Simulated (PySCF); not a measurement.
Structure from NMR data

An unknown has the formula C₂H₇N. Its calculated NMR data are:

1H NMR (600 MHz, computed): δ 2.50 (s, 6H), -0.36 (br s, 1H).

13C{1H} NMR (computed): δ 41.8 (CH3).

PySCF 2.14.0 with density-fitted response routines calculation with spin–spin couplings from B3LYP/pcJ-1 (spin–dipole term only in couplings to heteroatoms), σ from GIAO-PBE0/pcSseg-1 and GFN2-xTB structure; no solvent, relativity neglected, one conformer, rapidly exchanging positions averaged.

Scale: 1H (σ = 31.72 ppm), 13C (σ = 186.93 ppm) against TMS (reference shieldings calculated alike).

What is the structure?

Answers


The formula gives 0 degrees of unsaturation. 1 carbon signal for 2 carbons: some carbons are equivalent by symmetry or fast rotation. Carbon types of the structure: 2 × CH3, leaving 1 H on heteroatoms. δC 41.8: methyl carbon bonded to N; pulled downfield by the heteroatom. δH 2.50: hydrogen on a methyl carbon bonded to N; its carbon carries N, which withdraws density. δH -0.36: hydrogen on an amine nitrogen; labile proton, position sensitive to the medium.

Structure: dimethylamine (CNC).

Exchangeable OH/NH protons stand at their gas-phase positions; hydrogen bonding in a real sample shifts them, mostly to higher δ. Shifts are as computed. Against solution values, carbons near 30 ppm lie about +3 ppm off and those near 130 ppm about +5 ppm. Of 1211 compounds with measured shifts, 218 miss one by over three times the rms of a fit or turn the order of signals round; such compounds aren't used in these exercises. Couplings to exchangeable protons are dropped.
